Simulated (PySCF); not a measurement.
# UCCSDT/STO-6G run of SiHF2 (SMILES F[SiH]F)

What is the vertical ionisation energy of SiHF2 at UCCSDT/STO-6G? 

The results are computed with PySCF 2.14.0.

15 further runs of the same task are left out: 5 that didn't finish, 10 set aside as unsound or not needed.

### 1 The molecule

The species is SiHF2 (4 atoms), meant as a doublet with charge 0. As SMILES, `F[SiH]F`. Geometry: relaxed at GFN2-xTB.

Bond lengths: F1–Si2 1.606 Å, Si2–F3 1.606 Å, Si2–H4 1.439 Å. Angles: F1–Si2–F3 100.4°, F1–Si2–H4 108.7°, F3–Si2–H4 108.6°.

### 2 A single-point energy at UCCSDT/STO-6G

The input, start.xyz:

```xyz
4

F      1.226950     0.652980    -0.410280
Si    -0.028060    -0.342890    -0.301090
F     -1.234200     0.716240    -0.252780
H      0.035310    -1.026330     0.964150
```

The input, run.py:

```python
from pyscf import gto, cc

mol = gto.M(
    atom='start.xyz',
    verbose=3,
    max_memory=1860,
    spin=1,
    basis='sto-6g',
)

mf = mol.UHF()
mf.conv_tol = 1e-10
mf.kernel()
if not mf.converged:
    mf = mf.newton().run(mf.mo_coeff, mf.mo_occ)

mycc = cc.CCSDT(mf, frozen=7)
mycc.kernel()
e_tot = mycc.e_tot
print('Final energy', e_tot)
```

Launch:

```console
$ OMP_NUM_THREADS=1 python run.py
```

The program printed:

```text
converged SCF energy = -486.379486753132  <S^2> = 0.75425402  2S+1 = 2.0042495
_make_eris_incore_UCCSDT

WARN: A large `blksize_v_aaa` is being used, which may cause large memory consumption
      for storing contraction intermediates. If memory is sufficient, consider using
      `pyscf.cc.uccsdt_highm.UCCSDT` instead.

WARN: A large `blksize_v_aab` is being used, which may cause large memory consumption
      for storing contraction intermediates. If memory is sufficient, consider using
      `pyscf.cc.uccsdt_highm.UCCSDT` instead.

UCCSDT converged
E(UCCSDT) = -486.458919517579   E_corr = -0.079432764447096
E_corr(same-spin) = -0.0125651175190999
E_corr(oppo-spin) = -0.0668676469279961
Final energy -486.45891951757903
```

It took 2.1 s on 1 thread of Arm Neoverse V2, shared host; peak memory 0.12 GiB.

### 3 The singlet cation at the same level

The input, run.py:

```python
from pyscf import gto, scf, cc

system = gto.M(
    atom='''
F    1.226950   0.652980  -0.410280
Si  -0.028060  -0.342890  -0.301090
F   -1.234200   0.716240  -0.252780
H    0.035310  -1.026330   0.964150
''',
    basis='sto-6g',
    verbose=3,
    charge=1,
    max_memory=1860,
)

hf = scf.RHF(system)
hf.conv_tol = 1e-10
hf.kernel()
if not hf.converged:
    hf = hf.newton().run(hf.mo_coeff, hf.mo_occ)

mycc = cc.CCSDT(hf, frozen=7)
mycc.kernel()
energy = mycc.e_tot
print('Final energy', energy)
```

Launch:

```console
$ OMP_NUM_THREADS=1 python run.py
```

The program printed:

```text
converged SCF energy = -486.134384012855
_make_eris_incore_RCCSDT

WARN: A large `blksize` is being used, which may cause large memory consumption
      for storing contraction intermediates. If memory is sufficient, consider using
      `pyscf.cc.rccsdt_highm.RCCSDT` instead.

RCCSDT converged
E(RCCSDT) = -486.2685691632497   E_corr = -0.1341851503943037
E_corr(same-spin) = -0.0241117875703452
E_corr(oppo-spin) = -0.110073362823958
Final energy -486.26856916324965
```

Run time: 1.6 s. Hardware: 1 thread of Arm Neoverse V2, shared host; peak memory 0.11 GiB.

### 4 Results

Level: UCCSDT/STO-6G, 7 core orbitals frozen.

| quantity | value |
| --- | --- |
| doublet SiHF2: total energy | -486.45892 Eh |
| doublet SiHF2: dipole moment (Hartree–Fock density) | 2.08 D |
| doublet SiHF2: HOMO energy (Hartree–Fock orbitals) (highest over α and β) | -7.00 eV |
| doublet SiHF2: LUMO energy (Hartree–Fock orbitals) (lowest over α and β) | 5.27 eV |
| doublet SiHF2: correlation energy (7 core orbitals frozen) | -79.4 mEh |
| doublet SiHF2: ⟨S²⟩ of the reference determinant | 0.754 |
| doublet SiHF2: T1 diagnostic | 0.016 |
| singlet cation: total energy | -486.26857 Eh |
| singlet cation: HOMO energy (Hartree–Fock orbitals) | -19.98 eV |
| singlet cation: LUMO energy (Hartree–Fock orbitals) | -6.25 eV |
| singlet cation: HOMO–LUMO gap (Hartree–Fock orbitals) | 13.74 eV |
| singlet cation: correlation energy (7 core orbitals frozen) | -134.2 mEh |
| singlet cation: T1 diagnostic | 0.034 |
| vertical ionisation energy (to the singlet cation) | 5.180 eV |

Removing an electron at fixed nuclei costs 5.18 eV (119 kcal/mol). Only the singlet of the ionised species was computed; a triplet could lie lower. In a minimal basis such a difference can be off by several eV, whatever the method. The T1 diagnostic (singlet cation) of 0.034 is above the customary mark for such species, so a single reference may not serve.
